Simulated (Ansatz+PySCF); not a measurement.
Values are calculated unless marked as measured or tabulated.
Input for PySCF 2.14.0:

```python
from pyscf import gto, scf, mp

mol = gto.M(atom="""
C 0.000000 0.000000 -1.321470
O 0.000000 0.000000 0.991100
""", basis='sto-3g', charge=0, spin=0)
mf = scf.RHF(mol)
mf.kernel()
pt = mp.MP2(mf, frozen=2).run()
print(mf.e_tot, pt.e_corr, pt.e_tot)
```

The script is written out from the run's settings.

Output:

```
Converged          : yes
Reference energy   : -110.77713 hartree
Correlation energy : -0.03796 hartree
Total energy       : -110.81510 hartree
```

Caution: large amplitudes, a single reference is doubtful; an unrestricted determinant lies well below.
